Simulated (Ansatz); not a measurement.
**What each rung costs, and what it gives**

Saddle point of BNH₆S, closed shell (BNH₄ ([BH2][NH2]) + H₂S → BH₃S ([BH2][SH]) + NH₃ (still joined by a long B–N bond); bonds formed: B1–S6, N2–H5; bonds broken: H5–S6; bonds weakened to dative contacts: B1–N2), PBE0-D4/def2-TZVP structure:

B1  (0.071, -0.573, -0.550)
N2  (0.974, 0.410, 0.191)
H3  (0.074, -0.459, -1.743)
H4  (-0.042, -1.670, -0.080)
H5  (-0.415, 0.977, 0.390)
S6  (-1.761, 0.455, -0.022)
H7  (1.624, 0.940, -0.371)
H8  (1.432, 0.071, 1.025)
H9  (-1.957, -0.151, 1.160)
(Å)

Barriers are electronic and count from the start structure reached by relaxing down the imaginary mode.

Ansatz 0.2.0; basis: as named in each row; cores frozen in the correlated methods. B3LYP uses VWN-RPA correlation. Extrapolation: Hartree–Fock as exp(−7.88 √X), correlation as X^−2.97.

Times are rough, for one single point on 2 threads of a shared host (Arm Neoverse V1).

The estimate by CCSD(T) at an estimated basis limit (MP2 extrapolated from triple and quadruple zeta, plus CCSD(T) − MP2 in triple zeta) is 24.83 kcal/mol.

| method | basis | time (s) | barrier (kcal/mol) | method less estimate |
| --- | --- | --- | --- | --- |
| SPW92 | def2-TZVPP | 1 | 9.52 | -15.31 |
| PBE-D4 | def2-TZVPP | 2 | 16.82 | -8.01 |
| BLYP-D4 | def2-TZVPP | 2 | 23.06 | -1.77 |
| BHLYP-D4 | def2-TZVPP | 2 | 28.87 | 4.04 |
| PBE0-D4 | def2-TZVPP | 3 | 19.67 | -5.16 |
| B3LYP-D4 | def2-TZVPP | 3 | 25.02 | 0.19 |
| CAM-B3LYP-D4 | def2-TZVPP | 3 | 26.27 | 1.44 |
| r2SCAN-D4 | def2-TZVPP | 4 | 19.60 | -5.23 |
| RPA on PBE | def2-TZVPP | 4 | 25.87 | 1.04 |
| r2SCAN0-D4 | def2-TZVPP | 4 | 21.49 | -3.34 |
| B2PLYP | def2-TZVPP | 5 | 25.84 | 1.00 |
| PBE-QIDH | def2-TZVPP | 5 | 21.86 | -2.97 |
| wB97X-V | def2-TZVPP | 8 | 24.82 | -0.01 |
| wB97M-V | def2-TZVPP | 8 | 24.59 | -0.24 |
| B97M-V | def2-TZVPP | 9 | 24.76 | -0.07 |
| MP2 | def2-QZVPP | 16 | 22.62 | -2.21 |
| CCSD(T) | def2-TZVPP | 41 | 25.31 | 0.48 |

All methods are single points on the PBE0-D4 structures.

T1 diagnostic: at most 0.012.

Labels in which every atom is bracketed show which atoms are joined, not bond orders.
